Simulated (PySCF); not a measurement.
Compound: H7NSi2.
Numbering: `[SiH3:1][NH:2][SiH3:3]` (hydrogens: H4, H5, H6 on Si1; H7 on N2; H8, H9, H10 on Si3)

The same species was optimised twice, with GFN2-xTB and with PBE0-D3(BJ)/def2-SVP (PySCF), and the same property calculations (PySCF, gas phase) were run on both structures.

| coordinate | GFN2-xTB | PBE0-D3(BJ)/def2-SVP | change |
| --- | --- | --- | --- |
| N2–H7 (Å) | 1.006 | 1.017 | +0.011 |
| N2–Si3 (Å) | 1.732 | 1.741 | +0.009 |
| Si1–N2 (Å) | 1.732 | 1.741 | +0.009 |
| Si1–N2–Si3 (°) | 128.4 | 129.0 | +0.6 |
| Si1–N2–H7 (°) | 114.9 | 115.5 | +0.6 |
| Si3–N2–H7 (°) | 114.8 | 115.3 | +0.5 |

Rotational constants: A = 24797, B = 3037, C = 2885 MHz (GFN2-xTB) against A = 24814, B = 2966, C = 2822 MHz (PBE0-D3(BJ)/def2-SVP). Atoms that the bonding makes alike are paired by their places after alignment. End groups have turned between the structures, so H4, H5, H6, H8, H9, H10 are left out of the comparison.

On the GFN2-xTB structure: lowest singlet, TDDFT (eV) 6.15 [wB97X-D/def2-SVPD]; lowest triplet, Tamm–Dancoff (eV) 5.89 [wB97X-D/def2-SVPD]; isotropic polarisability (au) 61.4 [wB97X-D/def2-SVPD]; HOMO (eV) -9.28 [wB97X-D/def2-SVPD]; LUMO (eV) 1.54 [wB97X-D/def2-SVPD]; dipole (D) 0.75 [wB97X-D/def2-SVPD]; HOMO (eV) -7.36 [PBE0/pcSseg-1]; LUMO (eV) 0.11 [PBE0/pcSseg-1]; dipole (D) 0.79 [PBE0/pcSseg-1]; GIAO shielding of Si1/Si3 (mean) (ppm) 403.7 [PBE0/pcSseg-1]; GIAO shielding of N2 (ppm) 280.1 [PBE0/pcSseg-1]; Si1s of Si1 (eV) 1846.79 [delta-SCF UKS SCAN, pcX-2 on the ionised atom, pcseg-1 elsewhere, spin-free X2C]; Si2p of Si1 (eV) 107.18 [delta-SCF UKS SCAN, pcX-2 on the ionised atom, pcseg-1 elsewhere, spin-free X2C]; N1s of N2 (eV) 404.12 [delta-SCF UKS SCAN, pcX-2 on the ionised atom, pcseg-1 elsewhere, spin-free X2C].

**Question.** What do these properties become on the PBE0-D3(BJ)/def2-SVP structure?

**Answer.** 
```json
{"property": "lowest singlet, TDDFT (eV)", "level": "wB97X-D/def2-SVPD", "on GFN2-xTB": "6.15", "on PBE0-D3(BJ)/def2-SVP": "6.27", "change": "+0.12"}
{"property": "lowest triplet, Tamm–Dancoff (eV)", "level": "wB97X-D/def2-SVPD", "on GFN2-xTB": "5.89", "on PBE0-D3(BJ)/def2-SVP": "5.99", "change": "+0.10"}
{"property": "isotropic polarisability (au)", "level": "wB97X-D/def2-SVPD", "on GFN2-xTB": "61.4", "on PBE0-D3(BJ)/def2-SVP": "63.6", "change": "+2.2"}
{"property": "HOMO (eV)", "level": "wB97X-D/def2-SVPD", "on GFN2-xTB": "-9.28", "on PBE0-D3(BJ)/def2-SVP": "-9.36", "change": "-0.08"}
{"property": "LUMO (eV)", "level": "wB97X-D/def2-SVPD", "on GFN2-xTB": "1.54", "on PBE0-D3(BJ)/def2-SVP": "1.57", "change": "+0.03"}
{"property": "dipole (D)", "level": "wB97X-D/def2-SVPD", "on GFN2-xTB": "0.75", "on PBE0-D3(BJ)/def2-SVP": "0.89", "change": "+0.14"}
{"property": "energy, GFN2-xTB geometry as zero (kcal/mol)", "level": "wB97X-D/def2-SVPD", "on GFN2-xTB": "0.0", "on PBE0-D3(BJ)/def2-SVP": "-2.2", "change": "-2.2"}
{"property": "HOMO (eV)", "level": "PBE0/pcSseg-1", "on GFN2-xTB": "-7.36", "on PBE0-D3(BJ)/def2-SVP": "-7.47", "change": "-0.11"}
{"property": "LUMO (eV)", "level": "PBE0/pcSseg-1", "on GFN2-xTB": "0.11", "on PBE0-D3(BJ)/def2-SVP": "0.15", "change": "+0.04"}
{"property": "dipole (D)", "level": "PBE0/pcSseg-1", "on GFN2-xTB": "0.79", "on PBE0-D3(BJ)/def2-SVP": "0.86", "change": "+0.07"}
{"property": "energy, GFN2-xTB geometry as zero (kcal/mol)", "level": "PBE0/pcSseg-1", "on GFN2-xTB": "0.0", "on PBE0-D3(BJ)/def2-SVP": "-2.1", "change": "-2.1"}
{"property": "GIAO shielding of Si1/Si3 (mean) (ppm)", "level": "PBE0/pcSseg-1", "on GFN2-xTB": "403.7", "on PBE0-D3(BJ)/def2-SVP": "398.7", "change": "-5.0"}
{"property": "GIAO shielding of N2 (ppm)", "level": "PBE0/pcSseg-1", "on GFN2-xTB": "280.1", "on PBE0-D3(BJ)/def2-SVP": "271.5", "change": "-8.6"}
{"property": "Si1s of Si1 (eV)", "level": "delta-SCF UKS SCAN, pcX-2 on the ionised atom, pcseg-1 elsewhere, spin-free X2C", "on GFN2-xTB": "1846.79", "on PBE0-D3(BJ)/def2-SVP": "1847.00", "change": "+0.21"}
{"property": "Si2p of Si1 (eV)", "level": "delta-SCF UKS SCAN, pcX-2 on the ionised atom, pcseg-1 elsewhere, spin-free X2C", "on GFN2-xTB": "107.18", "on PBE0-D3(BJ)/def2-SVP": "107.34", "change": "+0.16"}
{"property": "N1s of N2 (eV)", "level": "delta-SCF UKS SCAN, pcX-2 on the ionised atom, pcseg-1 elsewhere, spin-free X2C", "on GFN2-xTB": "404.12", "on PBE0-D3(BJ)/def2-SVP": "404.37", "change": "+0.25"}
```

The heavy atoms differ by 0.010 Å rms after alignment. Among the bonds compared N2–H7 changes most (+0.011 Å). Changes are differences of the printed values. Neither structure is proved a minimum here.

Note: wB97X-D ran without an empirical dispersion term, which enters the total energy and its gradient alone.
